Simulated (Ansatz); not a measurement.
# Relative stability

Two relaxed structures of BSiH2O, doublet (PBE0-D4/def2-TZVP; forces vanish, vibrations not checked).

A:

```xyz
5
angstrom
O -0.2954 -0.2562 0.8694
B -0.6370 -0.6284 2.0488
Si -0.1502 0.3580 -0.6788
H 0.1030 -0.7941 -1.5803
H 0.9797 1.3208 -0.6591
```

B:

```
5
angstrom
O -0.6747 -0.6731 2.1874
B -0.4026 -0.3017 1.0756
Si -0.0601 0.3501 -0.7465
H 0.1287 -0.7493 -1.7207
H 1.0088 1.3740 -0.7958
```

Computed with Ansatz 0.2.0 (basis: def2-TZVPP); correlated methods freeze the cores; orbitals are unrestricted. B3LYP uses VWN-RPA correlation.

Question: Which structure is lower at CCSD(T), and by how much? (Judge from chemistry; the value comes from the calculation.)

Answer: The calculation gives: B, by 1.074 eV (electronic energy, against the other). By their contacts, A is BSiH₂O ([B][O][SiH2]) and B is BSiH₂O ([O][B][SiH2]).

All methods give the same order:

```tsv
method	E(B) − E(A) (eV)
PBE-D4	-1.372
r2SCAN-D4	-1.252
PBE0-D4	-1.222
B3LYP-D4	-1.117
wB97M-V	-1.003
HF	-0.564
MP2	-1.234
CCSD	-0.985
CCSD(T)	-1.074
```

The T1 diagnostic stays at or below 0.021. ⟨S²⟩ of the unrestricted Hartree–Fock references: 0.76 (a pure state has 0.75).

Labels in which every atom is bracketed show which atoms are joined, not bond orders.

For scale, one of the runs: CCSD(T)/def2-TZVPP, 132 basis functions, launched by `ansatz run in.yaml --threads 2 --pin off --events-out ev --progress --plain --max-ram 4352MiB`. Hardware: 2 CPU threads of an Arm Neoverse V1, shared host. Wall time 28 s; peak host memory 1.4 GiB.
